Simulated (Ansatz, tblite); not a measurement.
# The cluster Al3H2: spin states and exact exchange, part 2 of 2

Is the doublet the ground state of the cluster Al3H2? Other spin states are computed and compared level by level.

Ansatz 0.2.0, Gaussian basis; as each input shows. Earlier steps stand in the parts before.

## Step 11: Quartet, LDA/def2-TZVP

The input, in.yaml:

```yaml
crystal:
  periodic: [false, false, false]
  atoms:
    - {symbol: Al, position_ang: [1.146128, 0.855730, 1.666451]}
    - {symbol: Al, position_ang: [0.071156, -1.216725, 0.224782]}
    - {symbol: Al, position_ang: [-0.347798, 1.009050, -0.630058]}
    - {symbol: H, position_ang: [-0.900529, 2.150353, -1.580964]}
    - {symbol: H, position_ang: [0.031043, -2.798397, 0.319779]}
basis:
  gaussian: {orbitals: def2-TZVP, initial_orbitals: start.molden}
magnetization: {spin_polarized: true, initial_magnetization: 3}
hamiltonian: {xc: lda}
scf: {omitted_lower_state_checks: [starts]}
output: {orbitals: {seedname: orbitals}}
```

Run with:

```console
$ ansatz run in.yaml --threads 4 --pin off --events-out ev --progress --plain --max-ram 3916MiB
```

The log of the run:

```text
Functional definition: SPW92
  name "SPW92"
  cite "Dirac, Proc. Camb. Phil. Soc. 26, 376 (1930) doi:10.1017/S0305004100016108"
  cite "Slater, Phys. Rev. 81, 385 (1951) doi:10.1103/PhysRev.81.385"
  cite "Perdew & Wang, Phys. Rev. B 45, 13244 (1992) doi:10.1103/PhysRevB.45.13244"
  exchange = slater_x
  correlation = pw_c
these checks for a lower state are left out or cut short: starts
865 factors; their error is unknown
mean field evaluation 1: about -19734.7552 eV, gradient 1.7e1 eV
mean field evaluation 2: about -19735.0546 eV, gradient 4.4e-1 eV
mean field evaluation 4: about -19735.0485 eV, gradient 1.8e-2 eV
mean field -19735.04851893 eV, -725.2496561744 hartree, gradient 5.6e-5 eV, S^2 3.751424; 0 other end points of the search recorded, 0 dependent functions left out
reference -19735.04855794 eV, -725.2496576078 hartree; 22, 19 occupied and 101, 104 virtual orbitals, 865 factors
Total energy: -19735.04855794 eV, -725.2496576078 hartree
Checks for a lower state left out: starts
```

It took 0.7 s on 4 threads of Arm Neoverse V1, shared host.

Report: HOMO -4.28 eV, LUMO -4.05 eV (over both spins); ⟨S²⟩ 3.751 (pure: 3.75).

## Step 12: Quartet, LC-ωPBE/def2-TZVP

Edit in.yaml of step 11 so:

```diff
@@ -11,3 +11,3 @@
 magnetization: {spin_polarized: true, initial_magnetization: 3}
-hamiltonian: {xc: lda}
+hamiltonian: {xc: {name: LC-wPBE}}
 scf: {omitted_lower_state_checks: [starts]}
```

Launched as before.

The log of the run, shortened:

```text
Functional definition: LC-wPBE
  name "LC-wPBE"
  cite "Vydrov & Scuseria, J. Chem. Phys. 125, 234109 (2006) doi:10.1063/1.2409292"
  cite "Heyd & Scuseria, J. Chem. Phys. 120, 7274 (2004) doi:10.1063/1.1668634"
  cite "Ernzerhof & Perdew, J. Chem. Phys. 109, 3313 (1998) doi:10.1063/1.476928"
  cite "Perdew, Burke & Ernzerhof, Phys. Rev. Lett. 77, 3865 (1996) doi:10.1103/PhysRevLett.77.3865"
  parent pbe
[...]
865 factors; their error is unknown
360 factors; integrals over basis functions are off by at most 3.0e-5 eV
[...]
mean field -19813.83234041 eV, -728.1449082120 hartree, gradient 1.6e-5 eV, S^2 3.774636; 0 other end points of the search recorded, 0 dependent functions left out
reference -19813.83234041 eV, -728.1449082123 hartree; 22, 19 occupied and 101, 104 virtual orbitals, 865 factors
Total energy: -19813.83234041 eV, -728.1449082123 hartree
Checks for a lower state left out: starts
```

It took 2 s on 4 threads of Arm Neoverse V1, shared host.

Report: HOMO -7.25 eV, LUMO -1.06 eV (over both spins); ⟨S²⟩ 3.775 (pure: 3.75).

## Step 13: Quartet, HF/6-31G

Edit in.yaml of step 12 so:

```diff
@@ -9,5 +9,5 @@
 basis:
-  gaussian: {orbitals: def2-TZVP, initial_orbitals: start.molden}
+  gaussian: {orbitals: 6-31G}
 magnetization: {spin_polarized: true, initial_magnetization: 3}
-hamiltonian: {xc: {name: LC-wPBE}}
+hamiltonian: {xc: hf}
 scf: {omitted_lower_state_checks: [starts]}
```

The command is unchanged.

The log of the run:

```text
Functional definition: HF
  name "HF"
  cite "Fock, Z. Phys. 61, 126 (1930) doi:10.1007/BF01340294"
  parent pbe
  exchange = exact_x
  correlation = 0
these checks for a lower state are left out or cut short: starts
478 factors; integrals over basis functions are off by at most 1.4e-4 eV
mean field evaluation 1: about -19774.8031 eV, gradient 6.5e0 eV
mean field evaluation 2: about -19774.8168 eV, gradient 6.5e0 eV
mean field evaluation 4: about -19775.8438 eV, gradient 1.0e0 eV
mean field evaluation 8: about -19775.9024 eV, gradient 1.1e-1 eV
mean field -19775.90320165 eV, -726.7510380721 hartree, gradient 3.5e-5 eV, S^2 3.779045; 0 other end points of the search recorded, 0 dependent functions left out
reference -19775.90320165 eV, -726.7510380721 hartree; 22, 19 occupied and 21, 24 virtual orbitals, 478 factors
Total energy: -19775.90320165 eV, -726.7510380721 hartree
Checks for a lower state left out: starts
```

Run time: 0.2 s. Hardware: 4 threads of Arm Neoverse V1, shared host.

Report: HOMO -6.80 eV, LUMO -0.31 eV (over both spins); ⟨S²⟩ 3.779 (pure: 3.75).

## Step 14: Quartet, B3LYP-D4/6-31G

Edit in.yaml of step 13 so:

```diff
@@ -11,3 +11,3 @@
 magnetization: {spin_polarized: true, initial_magnetization: 3}
-hamiltonian: {xc: hf}
+hamiltonian: {xc: {name: B3LYP}, dispersion: d4}
 scf: {omitted_lower_state_checks: [starts]}
```

Launched as before.

The log of the run, shortened:

```text
Functional definition: B3LYP
  name "B3LYP"
  cite "Stephens, Devlin, Chabalowski & Frisch, J. Phys. Chem. 98, 11623 (1994) doi:10.1021/j100096a001"
  cite "Becke, Phys. Rev. A 38, 3098 (1988) doi:10.1103/PhysRevA.38.3098"
  cite "Lee, Yang & Parr, Phys. Rev. B 37, 785 (1988) doi:10.1103/PhysRevB.37.785"
  cite "Vosko, Wilk & Nusair, Can. J. Phys. 58, 1200 (1980) doi:10.1139/p80-159"
[...]
478 factors; integrals over basis functions are off by at most 1.4e-4 eV
[...]
mean field -19820.17991078 eV, -728.3781771208 hartree, gradient 4.6e-5 eV, S^2 3.753344; 0 other end points of the search recorded, 0 dependent functions left out
reference -19820.18016726 eV, -728.3781865460 hartree; 22, 19 occupied and 21, 24 virtual orbitals, 478 factors
Total energy: -19820.36482514 eV, -728.3849725982 hartree
Checks for a lower state left out: starts
```

It took 0.8 s on 4 threads of Arm Neoverse V1, shared host.

Report: HOMO -4.84 eV, LUMO -3.42 eV (over both spins); ⟨S²⟩ 3.753 (pure: 3.75).

## Step 15: Quartet, CCSD(T)/def2-TZVPP

Edit in.yaml of step 14 so:

```diff
@@ -9,6 +9,6 @@
 basis:
-  gaussian: {orbitals: 6-31G}
+  gaussian: {orbitals: def2-TZVPP, initial_orbitals: start.molden}
 magnetization: {spin_polarized: true, initial_magnetization: 3}
-hamiltonian: {xc: {name: B3LYP}, dispersion: d4}
-scf: {omitted_lower_state_checks: [starts]}
+correlation: {method: ccsd_t}
+scf: {omitted_lower_state_checks: [starts, cluster_reference]}
 output: {orbitals: {seedname: orbitals}}
```

The command is unchanged.

The log of the run, shortened:

```text
Functional definition: HF
  name "HF"
  cite "Fock, Z. Phys. 61, 126 (1930) doi:10.1007/BF01340294"
  parent pbe
[...]
926 factors; integrals over basis functions are off by at most 1.8e-3 eV
[...]
mean field -19778.86893881 eV, -726.8600269023 hartree, gradient 3.5e-6 eV, S^2 3.787348; 0 other end points of the search recorded, 0 dependent functions left out
15 core orbitals not correlated: weight in the atoms' cores, before any rotation towards them, 1.000 or more for the frozen orbitals, at most 0.000 for the correlated occupied ones
reference -19778.86893881 eV, -726.8600269023 hartree; 7, 4 occupied and 132, 135 virtual orbitals, 926 factors
second order -4.98253951 eV of doubles, -0.00000000 eV of singles
cycle   1  -5.72018442 eV  change   -7.4e-1 eV  update   9.3e-2
[...]
cycle  12  -6.08744730 eV  change   -1.5e-7 eV  update   7.7e-6
perturbative correction -0.32091406 eV, -0.0117933742 hartree
Total energy: -19785.27730017 eV, -727.0955298386 hartree
Checks for a lower state left out: starts, cluster_reference
```

Run time: 14 s. Hardware: 4 threads of Arm Neoverse V1, shared host; peak memory 1.9 GiB.

Hartree-Fock HOMO -6.95 eV, LUMO -0.02 eV (over both spins); ⟨S²⟩ 3.787 (pure: 3.75); T1 0.025.

## Step 16: Quartet, MP2/def2-TZVP

Edit in.yaml of step 15 so:

```diff
@@ -9,6 +9,6 @@
 basis:
-  gaussian: {orbitals: def2-TZVPP, initial_orbitals: start.molden}
+  gaussian: {orbitals: def2-TZVP, initial_orbitals: start.molden}
 magnetization: {spin_polarized: true, initial_magnetization: 3}
-correlation: {method: ccsd_t}
-scf: {omitted_lower_state_checks: [starts, cluster_reference]}
+correlation: {method: mp2}
+scf: {omitted_lower_state_checks: [starts]}
 output: {orbitals: {seedname: orbitals}}
```

Launched as before.

The log of the run:

```text
Functional definition: HF
  name "HF"
  cite "Fock, Z. Phys. 61, 126 (1930) doi:10.1007/BF01340294"
  parent pbe
  exchange = exact_x
  correlation = 0
these checks for a lower state are left out or cut short: starts
794 factors; integrals over basis functions are off by at most 9.1e-4 eV
mean field evaluation 1: about -19778.2525 eV, gradient 2.0e1 eV
mean field evaluation 2: about -19778.8306 eV, gradient 8.1e-1 eV
mean field evaluation 4: about -19778.8545 eV, gradient 2.0e-1 eV
mean field evaluation 8: about -19778.8550 eV, gradient 1.3e-4 eV
mean field -19778.85496314 eV, -726.8595133061 hartree, gradient 5.2e-6 eV, S^2 3.787002; 0 other end points of the search recorded, 0 dependent functions left out
15 core orbitals not correlated: weight in the atoms' cores, before any rotation towards them, 1.000 or more for the frozen orbitals, at most 0.000 for the correlated occupied ones
reference -19778.85496314 eV, -726.8595133061 hartree; 7, 4 occupied and 101, 104 virtual orbitals, 794 factors
second order -4.76773287 eV of doubles, -0.00000000 eV of singles
Total energy: -19783.62269601 eV, -727.0347242574 hartree
Checks for a lower state left out: starts
```

Run time: 0.85 s. Hardware: 4 threads of Arm Neoverse V1, shared host.

Report: Hartree-Fock HOMO -6.95 eV, LUMO -0.02 eV (over both spins); ⟨S²⟩ 3.787 (pure: 3.75).

## Step 17: Quartet, RPA/def2-TZVP

Edit in.yaml of step 16 so:

```diff
@@ -11,4 +11,4 @@
 magnetization: {spin_polarized: true, initial_magnetization: 3}
-correlation: {method: mp2}
+hamiltonian: {xc: pbe}
+correlation: {method: rpa}
 scf: {omitted_lower_state_checks: [starts]}
-output: {orbitals: {seedname: orbitals}}
```

Launched as before.

The log of the run, shortened:

```text
Functional definition: PBE
  name "PBE"
  cite "Perdew, Burke & Ernzerhof, Phys. Rev. Lett. 77, 3865 (1996) doi:10.1103/PhysRevLett.77.3865"
  parent pbe
[...]
794 factors; integrals over basis functions are off by at most 9.1e-4 eV
[...]
mean field -19810.21482979 eV, -728.0119671490 hartree, gradient 2.3e-6 eV, S^2 3.754552; 0 other end points of the search recorded, 0 dependent functions left out
15 core orbitals not correlated: weight in the atoms' cores, before any rotation towards them, 1.000 or more for the frozen orbitals, at most 0.000 for the correlated occupied ones
reference -19777.73078747 eV, -726.8182006122 hartree; 7, 4 occupied and 101, 104 virtual orbitals, 794 factors
Total energy: -19788.65823442 eV, -727.2197768807 hartree
Checks for a lower state left out: starts
```

Run time: 1.9 s. Hardware: 4 threads of Arm Neoverse V1, shared host.

⟨S²⟩ 3.755 (pure: 3.75).

## Step 18: Fields of the quartet

The fields below are evaluated on a grid from the run's orbitals.

Frontier orbitals at PBE0-D4/def2-TZVP (alpha spin), with the share of their density that lies nearest to each atom:

| orbital | energy (eV) | lies on |
| --- | --- | --- |
| HOMO-1 | -5.62 | Al2, Al3 about 34 % each; Al1 27 % |
| HOMO | -5.06 | Al1 47 %; Al2, Al3 about 24 % each |
| LUMO | -1.67 | Al1 66 %; Al2, Al3 about 14 % each |

ELF in a plane through or near 5 of the atoms.

Values, 10 rows by 14 columns:
```
0.00 0.00 0.00 0.00 0.00 0.00 0.00 0.00 0.00 0.00 0.00 0.00 0.00 0.00
0.00 0.00 0.00 0.00 0.00 0.00 0.00 0.00 0.00 0.00 0.00 0.00 0.00 0.00
0.00 0.00 0.01 0.07 0.03 0.03 0.18 0.31 0.09 0.02 0.06 0.04 0.00 0.00
0.00 0.01 0.94 1.00 0.89 0.32 0.74 0.89 0.52 0.64 0.99 0.99 0.39 0.00
0.00 0.13 1.00 1.00 0.89 0.43 0.13 0.81 0.43 0.19 1.00 1.00 0.84 0.01
0.00 0.01 0.56 0.81 0.36 0.31 0.16 0.60 0.19 0.10 0.75 0.81 0.14 0.00
0.00 0.00 0.00 0.05 0.50 0.83 0.64 0.29 0.81 0.70 0.19 0.02 0.00 0.00
0.00 0.00 0.00 0.03 0.36 0.76 0.16 0.86 0.38 0.57 0.12 0.01 0.00 0.00
0.00 0.00 0.00 0.00 0.26 0.88 0.95 0.89 0.96 0.57 0.04 0.00 0.00 0.00
0.00 0.00 0.00 0.00 0.03 0.43 0.87 0.92 0.76 0.09 0.00 0.00 0.00 0.00
```
The map spans 10.6 Å across and 9.6 Å up, centred on the molecule. Atoms in the plane (x, y in Å): Al1 (0.0, -2.2), Al2 (-1.2, 0.3), Al3 (1.2, 0.3), H4 (2.7, 0.8), H5 (-2.7, 0.8).

On the surface of density 0.002 e/bohr³ the electrostatic potential runs, from the 1st to the 99th percentile, from -0.21 to 1.55 V.

The spin density lies nearest to Al1 37 %; Al2, Al3 about 28 % each.

## Step 19: Quartet less doublet

The doublet's energies are those of its earlier runs, whose logs aren't repeated here.

| level | quartet less doublet (kJ/mol) | time |
| --- | --- | --- |
| GFN1-xTB | +370.4 | 0.006 s |
| GFN2-xTB | +175.5 | 0.008 s |
| HF/6-31G† | +19.5 | 0.45 s |
| HF/def2-TZVP† | +10.5 |  |
| HF/def2-TZVPP† | +10.3 |  |
| LDA/def2-TZVP | +79.3 | 1.4 s |
| PBE-D4/def2-TZVP | +68.3 | 2.9 s |
| revPBE-D4/def2-TZVP | +65.4 | 2.9 s |
| r2SCAN-D4/def2-TZVP | +57.5 | 7.9 s |
| r2SCANh-D4/def2-TZVP | +54.9 | 8.6 s |
| B3LYP-D4/6-31G | +79.2 | 1.7 s |
| PBE0-D4/def2-TZVP | +60.8 | 7.3 s |
| LC-ωPBE/def2-TZVP | +43.0 | 6.6 s |
| ωB97M-V/def2-TZVP | +84.1 | 13 s |
| RPA/def2-TZVP | +73.9 | 3.9 s |
| MP2/def2-TZVP† | +50.3 | 1.9 s |
| MP2/def2-TZVPP† | +50.9 |  |
| CCSD/def2-TZVPP† | +61.5 |  |
| CCSD(T)/def2-TZVPP† | +71.5 | 29 s |

Times add the two runs; a level without a time comes out of a correlated run. † marks a level with a doubtful state (flagged, unstable, out of aufbau order, or strongly spin-contaminated); such levels are left out of the summary. Tight binding without a spin term can't rank spin states. CCSD(T)/def2-TZVPP is no safe reference here (large T1 diagnostic, spin contamination).

## Step 20: What came out

What follows sums up all 2 parts.

| quantity | value |
| --- | --- |
| quartet less doublet, functionals in def2-TZVP | +43.0 (LC-ωPBE) to +84.1 kJ/mol (ωB97M-V) |

All functionals put the quartet above the doublet, over a spread of 41.2 kJ/mol. The checks for a lower quartet were left out, so another state of that spin may lie lower. These are electronic energies, without zero-point motion, entropy or surroundings.
